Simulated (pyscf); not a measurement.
HO–Ga(OH)–F + H• -> •O–Ga(OH)–F + H₂, a hydrogen abstraction (doublet surface; H–O broken, H–H formed). Single points on ωB97X-D3(BJ)/def2-SVP structures (PySCF, gas phase). Energies in eV from the separated reactants.

Small-basis levels: PySCF, no dispersion term, spherical d functions. AM1 to PM7: differences of heats of formation from MOPAC, which are fitted to 298 K values and so differ in kind from electronic energies by zero-point and thermal terms. Open shells are spin-unrestricted. 

| level | barrier | reaction energy |
|---|---|---|
| HF/STO-3G | -0.47 | -1.22 |
| HF/3-21G | 0.63 | -0.01 |
| HF/6-31G*+LANL2DZ | 0.99 | +0.21 |
| BP86/6-31G*+LANL2DZ | 0.40 | +0.49 |
| PBE/6-31G*+LANL2DZ | 0.53 | +0.67 |
| B3LYP/STO-3G | -1.62 | -1.92 |
| B3LYP/3-21G | 0.10 | +0.13 |
| M06-2X/6-31G*+LANL2DZ | 0.87 | +0.66 |
| PBE/def2-SVP | 0.57 | +0.82 |
| AM1 | 0.73 | +0.72 |
| PM6 | -0.79 | -0.82 |
| PM7 | -0.87 | -0.89 |
| ωB97M-D3(BJ)/def2-TZVP | 0.80 | +0.69 |

Against the last row the barrier runs from -2.42 (B3LYP/STO-3G) to +0.18 eV (HF/6-31G*+LANL2DZ). At HF/STO-3G, BP86/6-31G*+LANL2DZ, PBE/6-31G*+LANL2DZ, B3LYP/STO-3G, B3LYP/3-21G, PBE/def2-SVP, PM6, PM7 this geometry lies under one side, so the entry may be no barrier of that level: it is a single point on another level's saddle. ωB97M-D3(BJ)/def2-TZVP has limits of its own. One saddle was located; it need not be the lowest between these sides. The angle at the transferred H is 154°. In the def2 sets elements up to Kr have no core potential.
